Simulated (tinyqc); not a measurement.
Pariser-Parr-Pople SCF with singles CI, for the molecule [CH2-]C=C(N)N (SMILES; centres numbered as the heavy atoms are written), step by step. One step of it, computed by the program tinyqc.

Problem. Singles CI, singlets. Over the 4 single excitations with the smallest orbital gaps: A = (e_a - e_i) delta + 2 (ia|jb) - (ij|ab), with (pq|rs) = sum c_mp c_mq gamma_mn c_nr c_ns. f = 2/3 w |mu|^2 in atomic units, mu = sqrt2 sum c_ia sum_m c_mi c_ma R_m.

orbital energies (eV): [-7.120617, -3.714987, -3.153486, 0.368720, 9.275975]

coefficients, order 1C, 2C, 3C, 4N, 5N:
```
[[0.184720, -0.593333, -0.239523, 0.612207, -0.426223],
 [0.397474, -0.529565, -0.188985, -0.227803, 0.688451],
 [0.665739, 0.017380, 0.066388, -0.524477, -0.526313],
 [0.454130, 0.599008, -0.527202, 0.356983, 0.171976],
 [0.398057, 0.091672, 0.790294, 0.413274, 0.194388]]
```

repulsion gamma_rs (eV), order 1C, 2C, 3C, 4N, 5N:
```
[[11.130000, 7.552439, 5.239019, 3.745416, 4.825731],
 [7.552439, 11.130000, 7.554960, 5.466427, 5.465180],
 [5.239019, 7.554960, 11.130000, 8.283102, 8.281656],
 [3.745416, 5.466427, 8.283102, 16.800000, 5.599288],
 [4.825731, 5.465180, 8.281656, 5.599288, 16.800000]]
```

Centres (angstrom, eV; a flat drawing with bonds scaled to 1.40 angstrom):
```
centre          x          y  core charge z          W   gamma_rr
1C      -1.940000   0.000000              1  11.160000  11.130000
2C      -0.727000   0.700000              1  11.160000  11.130000
3C       0.485000   0.000000              1  11.160000  11.130000
4N       1.697000   0.700000              2  25.600000  16.800000
5N       0.485000  -1.400000              2  25.600000  16.800000
```

Give: singlet CI matrix; singlet excitation energies; oscillator strengths.

Solution.

singlet CI matrix (eV), order 4>5, 3>5, 2>5, 1>5:
```
[[4.310, -0.080, 0.088, 0.005],
 [-0.080, 6.772, -0.038, -0.036],
 [0.088, -0.038, 7.079, 0.240],
 [0.005, -0.036, 0.240, 9.775]]
```

singlet excitation energies (eV): [4.305, 6.769, 7.065, 9.797]

oscillator strengths: [0.624, 0.240, 0.039, 0.030]
